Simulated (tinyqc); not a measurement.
Inside a calculation. Method: CIS on RHF in the sto-6g basis, frozen core, for LiH, spin multiplicity 1. One step of it, computed by the program tinyqc.

Task: CIS matrix, triplets. A(ia,jb) = (e_a - e_i) d_ij d_ab - (ij|ab).

orbital energies (hartree): MO1 -2.384006, MO2 -0.300109, MO3 0.079993, MO4 0.162329, MO5 0.162329, MO6 0.591604

Two-electron integrals over orbitals (pq|rs), unique and non-zero (hartree); the lowest 1 orbital is frozen and left out:
```
(22|22) 0.502613    (32|22) -0.044292   (32|32) 0.010794    (33|22) 0.228388
(33|32) 0.005030    (33|33) 0.341086    (42|42) 0.024085    (43|42) 0.018926
(43|43) 0.041397    (44|22) 0.278986    (44|32) 0.004012    (44|33) 0.282871
(44|44) 0.313125    (52|52) 0.024085    (53|52) 0.018926    (53|53) 0.041397
(54|54) 0.016875    (55|22) 0.278986    (55|32) 0.004012    (55|33) 0.282871
(55|44) 0.279374    (55|55) 0.313125    (62|22) 0.138231    (62|32) -0.031720
(62|33) -0.007821   (62|44) -0.006774   (62|55) -0.006774   (62|62) 0.123677
(63|22) -0.049532   (63|32) 0.006955    (63|33) 0.035569    (63|44) 0.000235
(63|55) 0.000235    (63|62) -0.029251   (63|63) 0.025108    (64|42) -0.019464
(64|43) -0.014239   (64|64) 0.019542    (65|52) -0.019464   (65|53) -0.014239
(65|65) 0.019542    (66|22) 0.461929    (66|32) -0.039654   (66|33) 0.241854
(66|44) 0.270591    (66|55) 0.270591    (66|62) 0.145569    (66|63) -0.041962
(66|66) 0.458921
```

Give: CIS matrix A, triplet.

Result:

CIS matrix A, triplet (hartree), lower triangle:
```
        2>3     2>4     2>5     2>6
2>3  0.1517
2>4  0.0000  0.1835
2>5  0.0000  0.0000  0.1835
2>6  0.0495  0.0000  0.0000  0.4298
```
